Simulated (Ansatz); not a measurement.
The input, for Ansatz 0.2.0:

```yaml
crystal:
  periodic: [false, false, false]
  atoms:
    - {symbol: Ga, position_ang: [0.000000, -0.040877, 0.709707]}
    - {symbol: N, position_ang: [0.000000, 0.089387, -1.254874]}
    - {symbol: N, position_ang: [0.000000, 0.011680, -2.370926]}
    - {symbol: H, position_ang: [0.000000, 1.423157, 1.292326]}
basis:
  gaussian: {orbitals: cc-pVDZ}
magnetization: {spin_polarized: false, initial_magnetization: 4}
correlation: {active_space: {ras: {orbitals: [5, 4, 35], electrons: 14, max_holes: 2, max_particles: 2}, fixed_orbitals: true}}
```

```sh
$ ansatz run in.yaml --threads 1 --pin off --events-out ev --progress --plain --max-ram 2393MiB
```

The program prints:

```
642 factors; integrals over basis functions are off by at most 7.8e-4 eV
mean field evaluation 1: about -55300.4213 eV, gradient 1.9e1 eV
mean field evaluation 2: about -55300.5523 eV, gradient 1.9e1 eV
mean field evaluation 4: about -55302.9116 eV, gradient 4.6e0 eV
mean field evaluation 8: about -55303.9310 eV, gradient 2.5e0 eV
mean field evaluation 16: about -55305.1276 eV, gradient 1.6e-2 eV
mean field evaluation 32: about -55305.1013 eV, gradient 6.3e-6 eV
mean field evaluation 64: about -55304.5613 eV, gradient 9.0e-3 eV
mean field evaluation 96: about -55305.1213 eV, gradient 8.5e-1 eV
mean field evaluation 128: about -55304.5107 eV, gradient 9.6e-1 eV
mean field evaluation 160: about -55305.1256 eV, gradient 2.2e-1 eV
mean field evaluation 192: about -55304.5577 eV, gradient 4.7e-2 eV
mean field -55305.12761360 eV, -2032.4259526381 hartree, gradient 4.0e-6 eV, S^2 6.000000; 19 other end points of the search recorded, 0 dependent functions left out
reference -55305.12761360 eV, -2032.4259526381 hartree; 25, 21 occupied and 35, 39 virtual orbitals, 642 factors
state -55311.70799927 eV, -2032.6677773511 hartree
Total energy: -55311.70799927 eV, -2032.6677773511 hartree
```

Ran on 1 thread of Arm Neoverse V2, shared host: 46 s wall, 0.27 GiB peak host memory.
